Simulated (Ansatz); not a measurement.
We consider Ca₂Si (Pnma, No. 62; cell taken from a computed entry), described by PBE0 (plane waves, PAW; Ansatz, a first-principles code).

Numerical settings: plane-wave cutoff 460 eV, 4×6×4 k mesh (along the axes of the cell as run), Fermi–Dirac smearing 0.01 eV, scalar-relativistic PAW data made under PBE.

Cell (relaxed with PBEsol):

```cif
data_Ca8Si4
_chemical_formula_sum 'Ca8 Si4'
_space_group_name_H-M_alt 'Pnma'
_space_group_IT_number 62
_space_group_name_Hall '-P 2ac 2n'
_cell_length_a 7.46202
_cell_length_b 4.78321
_cell_length_c 8.93943
_cell_angle_alpha 90.000
_cell_angle_beta 90.000
_cell_angle_gamma 90.000
loop_
_atom_site_label
_atom_site_type_symbol
_atom_site_symmetry_multiplicity
_atom_site_Wyckoff_symbol
_atom_site_fract_x
_atom_site_fract_y
_atom_site_fract_z
_atom_site_occupancy
Ca1 Ca 4 c 0.15705 0.25000 0.57446 1
Ca2 Ca 4 c 0.01950 0.25000 0.18087 1
Si1 Si 4 c 0.24818 0.75000 0.39540 1
```

Task: Estimate the band gap that the calculation returns.

Result: 
band gap: 1.17 eV (on the SCF k mesh) (direct)

Note: cell and atoms aren't relaxed at this level (largest force component 0.02 eV/Å, pressure 1.5 GPa); this cell isn't known to be the ambient phase, and symmetry holds it in the calculation.

The computed numbers hold no vibrational or temperature effects.

The result took about 19 core-minutes (a rough figure).
